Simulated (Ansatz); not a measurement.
## Diamond-structure Ge

Method: LDA in Ansatz (plane waves, PAW).

Run with plane-wave cutoff 500 eV, 12×12×1 k mesh (along the axes of the cell as run), Fermi–Dirac smearing 0.05 eV, scalar-relativistic PAW data made under PBE.

Cell: relaxed at this level.

```
Property                             Result
--------------------------------  ---------
surface energy of the (100) face  1.73 J/m²
work function of the (100) face     5.35 eV
```

The slab of 12 atoms is relaxed and unreconstructed.

The computed numbers hold no vibrational or temperature effects.

Ansatz is a quantum-chemistry and plane-wave program.
